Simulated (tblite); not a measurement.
**Question.** What does the GFN2-xTB structure of `C/C=C\CCCl` look like in three dimensions?

**Answer.** 
Z-matrix in Å and degrees, rows numbered from 1:
```
C 
C   1  1.4927
C   2  1.3243  1  127.52
C   3  1.5005  2  126.84  1    -0.00
C   4  1.5236  3  109.77  2   106.08
Cl  5  1.7859  4  110.81  3   177.90
H   1  1.0903  2  109.86  3   114.07
H   1  1.0853  2  112.43  3    -7.18
H   1  1.0894  2  109.62  3  -128.06
H   2  1.0830  1  114.11  3  -179.45
H   3  1.0822  2  118.80  1   179.15
H   4  1.0924  3  109.21  2  -134.41
H   4  1.0892  3  111.27  2   -15.26
H   5  1.0898  4  111.09  3   -63.42
H   5  1.0899  4  111.33  3    59.14
```

The 4 C–C bonds span 1.324 Å (C2=C3, drawn double) to 1.524 Å (C4–C5, drawn single), a spread of 0.200 Å. Of the pairs four or more bonds apart, H8···H13 is among the closest relative to their van der Waals radii: 2.09 Å, 87 % of the sum of Bondi's values.

Computed geometry: GFN2-xTB, gas phase.

Point group: C1 (no symmetry element, even within 0.4 Å). Its lowest GFN2-xTB frequency is 3i cm⁻¹, too small to tell a flat minimum from a shallow saddle. The numbers are those of one conformer (C2–C3–C4–C5 106°, C3–C4–C5–Cl6 178°).
